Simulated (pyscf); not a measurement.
Elementary routes open to `[OH][PH2]` + `[GaH3]` in the gas phase (singlet surface):
A. `[PH3]` + `[OH][GaH2]` (O–P, Ga–H broken; H–P, Ga–O formed)
B. `[OH][PH][GaH2]` + `[H][H]` (H–P, Ga–H broken; Ga–P, H–H formed)
C. `[PH2][O][GaH2]` + `[H][H]` (H–O, Ga–H broken; Ga–O, H–H formed)

Optimised with ωB97X-D3(BJ)/def2-SVP in PySCF.

Question: Rank the routes by free-energy barrier at 900 K, lowest first, for ωB97M-D3(BJ)/def2-TZVP energies (ideal gas, 1 atm, RRHO with modes under 100 cm⁻¹ raised to 100, one conformer, R ln 2 for chiral ones without a mode under 150 cm⁻¹).

Answer: C (37.5 kcal/mol), A (47.3 kcal/mol), B (60.6 kcal/mol)

Route C is the fastest of these, ahead of the next by 9.8 kcal/mol. The most stable products are those of A (ΔG = -21.4 kcal/mol), whose barrier is 9.8 kcal/mol higher: the kinetic and the thermodynamic product differ. At 298 K C is still the fastest. A: On the reactant side the descent ends in an adduct with a Ga–O contact, 14.7 kcal/mol under the separated species and 26.1 kcal/mol under the saddle at ωB97X-D3(BJ)/def2-TZVP. B: On the reactant side the descent ends in an adduct with a Ga–O contact (not fully relaxed), 15.5 kcal/mol under the separated species and 44.5 kcal/mol under the saddle at ωB97X-D3(BJ)/def2-TZVP. On the product side the descent ends in an adduct with a Ga–O contact, 1.7 kcal/mol over the separated species and 33.1 kcal/mol under the saddle at ωB97X-D3(BJ)/def2-TZVP. C: On the reactant side the descent ends in an adduct with a Ga–O contact, 15.6 kcal/mol under the separated species and 22.5 kcal/mol under the saddle at ωB97X-D3(BJ)/def2-TZVP. Only these routes are compared; each barrier is that of the saddle found, and lower ones may exist. Elements up to Kr have no core potential and no relativistic terms here.
